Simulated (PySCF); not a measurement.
# H6SSi2: the cost of one run

Computed with PySCF 2.14.0, with density-fitted response routines of our own, on a single molecule in the gas phase. Atoms are numbered from 0 throughout.

### 1 The molecule as given

9 atoms, charge 0, multiplicity 1; geometry from: GFN2-xTB. The atoms were then displaced at random by about 0.01 Å, so the start is not that level's minimum.

Bonds of the start (Å): Si0–S1 2.17, S1–Si2 2.15, Si0–H3 1.43, Si0–H4 1.45, Si0–H5 1.47, Si2–H6 1.47, Si2–H7 1.42, Si2–H8 1.48.

### 2 Optimising the geometry at PBE0-D3(BJ)/def2-SVP

What the job is given:

```
{"job": {"xc": "PBE0", "basis": "def2-SVP", "d3": "d3bj", "grid": 1, "shake": 0.01, "kind": "geom"}, "charge": 0, "multiplicity": 1}
Si     1.615540     0.489460     0.288460
S     -0.006150     0.607870    -1.148750
Si    -1.612810    -0.497920    -0.238620
H      1.972410    -0.883530     0.493960
H      2.656400     1.260470    -0.364540
H      1.132750     1.121780     1.528510
H     -1.123130    -1.862560    -0.001390
H     -2.642340    -0.406720    -1.216700
H     -1.934870     0.153980     1.052580
```

Command:

```console
OMP_NUM_THREADS=1 python probes_run.py task.json out
```

One launch serves the whole session: the jobs run in the order shown.

Q: Estimate the wall time and peak memory of this first job on 1 thread of Arm Neoverse V1, shared host.

About 11 s, with a peak of 0.37 GiB.
